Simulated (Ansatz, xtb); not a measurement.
# C3H6: which of two isomers lies lower

Structure X is `C=CC`, a singlet and structure Y is `C1CC1`, a singlet. Both are isolated molecules in the gas phase, relaxed with B3LYP-D3(BJ)/def2-SVP.

Quicker runs give these differences E(Y) − E(X): GFN2-xTB −3.7 kcal/mol; HF/STO-3G −4.2 kcal/mol (at GFN2-xTB geometries); r2SCAN-D4/def2-SVP +4.0 kcal/mol (at GFN2-xTB geometries).

Q: Estimate E(Y) − E(X) at the level CCSD(T)/def2-TZVP.

A: Calculated at CCSD(T)/def2-TZVP: E(Y) − E(X) = +7.8 kcal/mol, so structure X lies lower.

The same difference at several levels:

```
                level               geometry  E(Y) − E(X) (kcal/mol)  departure from the last row (kcal/mol)  job, with rough time for the two
             GFN2-xTB               GFN2-xTB                      −3.7                                   −11.5             optimisation, 0.084 s
            HF/STO-3G               GFN2-xTB                      −4.2                                   −12.0              single point, 0.16 s
   r2SCAN-D4/def2-SVP               GFN2-xTB                      +4.0                                    −3.8               single point, 1.6 s
B3LYP-D3(BJ)/def2-SVP  B3LYP-D3(BJ)/def2-SVP                      +7.6                                    −0.2                optimisation, 11 s
         HF/def2-TZVP  B3LYP-D3(BJ)/def2-SVP                      +9.8                                    +2.0           part of the CCSD(T) run
        MP2/def2-TZVP  B3LYP-D3(BJ)/def2-SVP                      +5.2                                    −2.6           part of the CCSD(T) run
    CCSD(T)/def2-TZVP  B3LYP-D3(BJ)/def2-SVP                      +7.8                                                        single point, 17 s
```

As drawn, Y has 2 C–C in place of 1 C=C. Structure X has no ring, Y a 3-membered ring.

GFN2-xTB, HF/STO-3G put the two in the other order. The largest departure from CCSD(T)/def2-TZVP is that of HF/STO-3G, 12.0 kcal/mol.

With harmonic frequencies from B3LYP-D3(BJ)/def2-SVP (ideal gas, rigid rotor, one conformer each, 600 K, 1 atm): the zero-point term adds +1.0 kcal/mol; ΔH is +8.0 and ΔG +12.4 kcal/mol.

The correlated steps freeze 3 core orbitals. Programs: Ansatz 0.2.0, xtb 6.7.1; the last row on 1 thread of Intel(R) Xeon(R) 6975P-C (Granite Rapids) on a shared host.
